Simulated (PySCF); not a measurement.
Species: BH4P.
Bonds: B1–P2. Hydrogens: H3, H4 on B1; H5, H6 on P2.

Level of theory: PySCF, PBE0-D3(BJ)/def2-SVP geometry optimisation, gas phase.

Task: What internal coordinates does the optimisation give?

Result: 
```
        bond  length (bohr)   order
       B1–P2          3.507  single
B1–H3, B1–H4          2.280  single
P2–H5, P2–H6          2.678  single
```

Bonds in one row agree within 0.02 bohr and their mean is given. Orders are formal, as drawn. A selection of angles:
```
   angle  degrees
P2–B1–H3    119.3
H3–B1–H4    120.8
B1–P2–H5    106.2
H5–P2–H6    101.1
```

P2 (three-coordinate phosphorus) is pyramidal (angles 106.2°, 106.0° and 101.1°, sum 313.3°, 0.63 Å off the plane of its three neighbours). B1 (three-coordinate boron) is almost planar (angles 120.8°, 119.3° and 119.2°, sum 359.3°, 0.07 Å off the plane of its three neighbours).

Point group: Cs (every atom within 0.08 Å of its image). Not checked by PBE0-D3(BJ)/def2-SVP frequencies. One conformer, not necessarily the lowest (H–B1–P2–H -42° and 148°).
